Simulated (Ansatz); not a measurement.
bcc Mo was calculated with r²SCAN50 (Ansatz, a quantum-chemistry and plane-wave program, plane waves, PAW).

Settings: plane-wave cutoff 520 eV, 14×14×14 k mesh, Fermi–Dirac smearing 0.05 eV, no spin polarisation, scalar-relativistic PAW data made under PBE.

A third-order Birch–Murnaghan fit to the energies gives V0 = 15.173 Å³/atom, B0 = 325 GPa, B′ = 4.3.

```json
[
 {"V (Å³/atom)": "14.370", "P (GPa)": "[?]"},
 {"V (Å³/atom)": "14.749", "P (GPa)": "9.80"},
 {"V (Å³/atom)": "15.127", "P (GPa)": "0.99"},
 {"V (Å³/atom)": "15.437", "P (GPa)": "[?]"},
 {"V (Å³/atom)": "15.883", "P (GPa)": "[?]"}
]
```

Estimate the withheld pressures from this fit; the answers are the runs' own values.


- 14.370, P (GPa): 19.82
- 15.437, P (GPa): -5.39
- 15.883, P (GPa): -13.47

The formula P = (3/2) B0 (x^(7/3) − x^(5/3)) [1 + (3/4)(B′ − 4)(x^(2/3) − 1)] with x = V0/V meets the computed pressures within 0.05 GPa when these rounded values are put in.

Measured, for comparison: bulk modulus 265 GPa (zero-point energy and finite temperature contributions removed, our sources range from 265 to 278; as tabulated in doi:10.1021/acs.jctc.3c00612); equilibrium volume per atom 15.49 Å³/atom (static lattice: zero-point anharmonic expansion removed; as tabulated in Mejia-Rodriguez and Trickey (2018), arXiv:1807.09216). Computed (rounded) less measured: bulk modulus +23 % (+17 % to +23 % over the range), equilibrium volume per atom -2.1 %.

Static lattice: no zero-point or thermal effects.
